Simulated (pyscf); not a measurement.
F–GeH: (SMILES [F][GeH]) [singlet] + NH₃ (SMILES N) -> HN=GeH–F (SMILES [NH]=[GeH][F]) + H₂ (SMILES [H][H]), a concerted two-bond exchange (singlet surface; H–N, H–N broken, Ge–N, H–H formed). Structures and frequencies: ωB97X-D3(BJ)/def2-SVP in PySCF. Energies in kcal/mol from the separated reactants.

Small-basis levels: PySCF, no dispersion term, spherical d functions. 

Q: In single points MP2/6-31G*+LANL2DZ puts the saddle at 77.3 kcal/mol and the reaction energy at +21.0 kcal/mol. Should these be trusted to within a few kcal/mol? Compare with ωB97M-D3(BJ)/def2-TZVP.

A: ωB97M-D3(BJ)/def2-TZVP gives ΔE‡ = 78.2 kcal/mol and ΔE = +34.9 kcal/mol. MP2/6-31G*+LANL2DZ lies 0.9 kcal/mol under it in the barrier and 13.9 kcal/mol under it in the reaction energy, so on this step it does not hold to within 3.0 kcal/mol. ωB97M-D3(BJ)/def2-TZVP has limits of its own. On the reactant side the descent ends in an adduct with a Ge–N contact, 25.1 kcal/mol under the separated species and 102.7 kcal/mol under the saddle at ωB97X-D3(BJ)/def2-TZVP. What is counted as formed (Ge–N) is already present as a longer contact in the reactant adduct; forming that adduct is a step of its own. The same reactants have a lower exit, to H₂N–GeH: [singlet] + HF (highest point, the separated products, at +7.7 kcal/mol at ωB97M-D3(BJ)/def2-TZVP, against +78.2 kcal/mol here). HN=GeH–F lies 53.9 kcal/mol over its isomer H₂N–Ge:–F [singlet] (electronic energy, ωB97M-D3(BJ)/def2-TZVP). This is the saddle that the search found; another between the same sides may lie lower. One closed-shell reference is unstable to symmetry breaking; treat the single-reference values with care. In the def2 sets elements up to Kr have no core potential.
